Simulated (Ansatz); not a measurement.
A geometry relaxed with B3LYP-D3(BJ)/def2-TZVP (Ansatz, a first-principles code), charge 0, multiplicity 1:

```xyz
3

H     -0.7665    -0.1887     0.0000
O      0.0031     0.3896     0.0000
H      0.7634    -0.2009     0.0000
```

Task: Write the SMILES of this molecule.

Result: `O`
